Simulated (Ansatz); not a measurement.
# B₂H₂F radical (SMILES B[B]F): one structure at several levels

How do the functionals fare away from a minimum? The structure is a structure displaced at random from a GFN2-xTB minimum.

Computed with Ansatz 0.2.0, Gaussian basis. Level: single points in def2-TZVPP.

Correlated methods freeze the cores. Orbitals are unrestricted.

### 1 Starting geometry

SMILES `B[B]F`, 5 atoms, charge 0, spin multiplicity 2.

Atoms are counted from 1 here; the program's logs count them from 0.

Bond lengths: B1–B2 1.507 Å, B1–H4 1.173 Å, B1–H5 1.259 Å, B2–F3 1.321 Å. Angles: B2–B1–H4 129.6°, B2–B1–H5 120.9°, H4–B1–H5 109.3°, B1–B2–F3 176.6°.

As a file:

```xyz
5

B    -0.51710    0.25200   -0.12790
B     0.78170   -0.36560    0.32130
F     1.95850   -0.85820    0.66550
H    -0.82190    1.38220   -0.20270
H    -1.45150   -0.46150   -0.57850
```

### 2 CCSD(T)/def2-TZVPP

Input file run/in.yaml:

```yaml
crystal:
  periodic: [false, false, false]
  atoms:
    - {symbol: B, position_ang: [-0.517100, 0.252000, -0.127900]}
    - {symbol: B, position_ang: [0.781700, -0.365600, 0.321300]}
    - {symbol: F, position_ang: [1.958500, -0.858200, 0.665500]}
    - {symbol: H, position_ang: [-0.821900, 1.382200, -0.202700]}
    - {symbol: H, position_ang: [-1.451500, -0.461500, -0.578500]}
basis:
  gaussian: {orbitals: def2-TZVPP}
magnetization: {spin_polarized: true, initial_magnetization: 1}
correlation: {method: ccsd_t}
scf: {omitted_lower_state_checks: [cluster_reference]}
output: {forces: true}
```

No record of the launch command was kept for these runs.

### 3 PBE0-D4/def2-TZVPP

Changes to run/in.yaml since step 2:

```diff
@@ -11,4 +11,3 @@
 magnetization: {spin_polarized: true, initial_magnetization: 1}
-correlation: {method: ccsd_t}
-scf: {omitted_lower_state_checks: [cluster_reference]}
-output: {forces: true}
+hamiltonian: {xc: pbe0, dispersion: d4}
+output: {forces: true, orbitals: {seedname: orbitals}}
```

### 4 wB97M-V/def2-TZVPP

Changes to run/in.yaml since step 3:

```diff
@@ -11,3 +11,3 @@
 magnetization: {spin_polarized: true, initial_magnetization: 1}
-hamiltonian: {xc: pbe0, dispersion: d4}
-output: {forces: true, orbitals: {seedname: orbitals}}
+hamiltonian: {xc: {name: wB97M-V}}
+output: {forces: true}
```

### 5 r2SCAN-D4/def2-TZVPP

Changes to run/in.yaml since step 4:

```diff
@@ -11,3 +11,3 @@
 magnetization: {spin_polarized: true, initial_magnetization: 1}
-hamiltonian: {xc: {name: wB97M-V}}
+hamiltonian: {xc: r2scan, dispersion: d4}
 output: {forces: true}
```

### 6 PBE-D4/def2-TZVPP

Changes to run/in.yaml since step 5:

```diff
@@ -11,3 +11,3 @@
 magnetization: {spin_polarized: true, initial_magnetization: 1}
-hamiltonian: {xc: r2scan, dispersion: d4}
+hamiltonian: {xc: pbe, dispersion: d4}
 output: {forces: true}
```

### 7 B97M-V/def2-TZVPP

Changes to run/in.yaml since step 6:

```diff
@@ -11,3 +11,3 @@
 magnetization: {spin_polarized: true, initial_magnetization: 1}
-hamiltonian: {xc: pbe, dispersion: d4}
+hamiltonian: {xc: {name: B97M-V}}
 output: {forces: true}
```

### 8 HSE06-D4/def2-TZVPP

Changes to run/in.yaml since step 7:

```diff
@@ -11,3 +11,3 @@
 magnetization: {spin_polarized: true, initial_magnetization: 1}
-hamiltonian: {xc: {name: B97M-V}}
+hamiltonian: {xc: hse06, dispersion: d4}
 output: {forces: true}
```

(Steps that only read results are left out.)

What does the calculation give? Wanted: energy less free atoms, CCSD(T)/def2-TZVPP; RMS force component; RMS force error; HOMO and LUMO, PBE0-D4; T1 diagnostic.

The runs gave:

| quantity | value |
| --- | --- |
| energy less free atoms, CCSD(T)/def2-TZVPP | -406.0 kcal/mol |
| RMS force component | 1.168 to 1.425 eV/Å over the methods |
| RMS force error | PBE0-D4 0.136, wB97M-V 0.104, r2SCAN-D4 0.164, PBE-D4 0.280, B97M-V 0.194, HSE06-D4 0.136 eV/Å |
| HOMO and LUMO, PBE0-D4 | -6.49 and -2.82 eV |
| T1 diagnostic | 0.018 |

In words: Against CCSD(T) the functionals' energies less atoms differ by -30.9 to -17.9 kcal/mol, PBE-D4 by -30.9 kcal/mol. CCSD(T) in triple zeta still lacks some correlation energy of the bonds, so part of these gaps is its own basis error and they don't rank the functionals. On forces the order runs from wB97M-V to PBE-D4. Frozen-core CCSD(T) forces in triple zeta carry basis errors of their own, and this is one geometry, so small gaps rank nothing.
